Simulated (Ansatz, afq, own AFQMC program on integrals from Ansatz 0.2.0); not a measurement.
AFQMC on a folder of integrals that Ansatz 0.2.0 wrote.

```yaml
crystal:
  periodic: [false, false, false]
  atoms:
    - {symbol: Ge, position_ang: [0.000000, -0.062489, 1.201709]}
    - {symbol: Ge, position_ang: [0.000000, 0.062489, -1.201709]}
    - {symbol: H, position_ang: [0.000000, 1.452439, 1.654456]}
    - {symbol: H, position_ang: [0.000000, -1.452439, -1.654456]}
basis:
  gaussian: {orbitals: cc-pVDZ}
magnetization: {spin_polarized: true, initial_magnetization: 2}
correlation: {method: ccsd_t, electrons: outside_noble_gas, hamiltonian_folder: ham}
```

```sh
$ ansatz run in.yaml --threads 1 --pin off --events-out ev --progress --plain --max-ram 1382MiB
```

afq runs on the folder ham with

```
--method phaseless --trial hf --walkers 120 --populations 1 --least-time 40 --time-step 0.005 --steps-per-block 20 --equilibration-blocks 112 --max-blocks 600 --target-error 0.00114 --factor-cut 1e-05 --start spin_pure --seed 6379 --taylor-order 6
```

Times are imaginary, in 1/Eh. The walk had a cap of 1086 s. Filled inner d shells are frozen with the cores.

afq prints:

```
orbitals 36  electrons 6 4  factors 296 of 742
reference energy -4151.77271665 Eh
CCSD correlation -0.18224879 Eh in 12 cycles, weight of the determinant in the CISD state 0.8560
energy of the start -4151.773327 Eh
 block  time / (1/Eh)  mean weight  energy / Eh
     1     0.100  1.0001  -4151.797944
     2     0.200  1.0013  -4151.818617
     3     0.300  1.0018  -4151.835985
     4     0.400  1.0019  -4151.849352
     5     0.500  0.9999  -4151.855579
     7     0.700  1.0011  -4151.882742
     9     0.900  0.9989  -4151.893564
    18     1.800  1.0002  -4151.925668
    52     5.200  0.9998  -4151.950806
    86     8.600  1.0007  -4151.958003
   120    12.000  1.0017  -4151.974421
   154    15.400  1.0005  -4151.954747
   188    18.800  1.0001  -4151.944692
   222    22.200  0.9995  -4151.952333
   256    25.600  0.9976  -4151.959561
   290    29.000  1.0000  -4151.967527
   307    30.700  0.9988  -4151.996956
   324    32.400  0.9990  -4151.966484
   358    35.800  1.0005  -4151.938163
   392    39.200  0.9995  -4151.953714
   426    42.600  0.9993  -4151.946616
   460    46.000  0.9993  -4151.927257
   494    49.400  0.9990  -4151.952527
   528    52.800  0.9990  -4151.967729
   562    56.200  0.9999  -4151.953566
   596    59.600  1.0015  -4151.975727
   630    63.000  0.9996  -4151.969669
   664    66.400  1.0011  -4151.963904
   698    69.800  0.9986  -4151.952111
blocks merged  error / Eh  count
     1  0.000589  600
     2  0.000756  300
     4  0.000940  150
     8  0.001168  75
    16  0.001397  37
    32  0.001575  18
    64  0.001760  9
energy -4151.958754 +/- 0.001575 Eh
(rows thinned)
```

The run passed its tests (sampling time, drift between the halves within three errors, error under three times the target), which doesn't prove that it has relaxed.

Against this walk (error 42.9 meV) on the same determinant: CCSD(T) 87.6 meV lower, CCSDT(Q) 145.5 meV lower, a separate phaseless walk with a CISD trial and standard settings 84.3 ± 43.8 meV lower (within the noise). The error is statistical and leaves out the bias of the constraint. CCSDT(Q) is the surest value here, so the walk's 145 meV above it is most likely the bias of the constraint with this trial, which can have either sign.

Cautions: constraint bias not in the error; error above the target (42.9 against 31.0 meV); no relativity below Rb; no spin-orbit coupling; inner d shell frozen; lower spins were not checked.

The walk took 4.2 min on 1 thread of Arm Neoverse V1 (shared host). The log's last line is the phaseless energy.

CCSDT and higher add their correlation energy to the determinant of the CCSD(T) run, since their own runs factorise the integrals more tightly (a shift of under 2 meV). A walk keeps the symmetry of its determinant, which the program's search chose and which needn't be the lowest solution, so a lower state of the same spin and another symmetry isn't excluded.
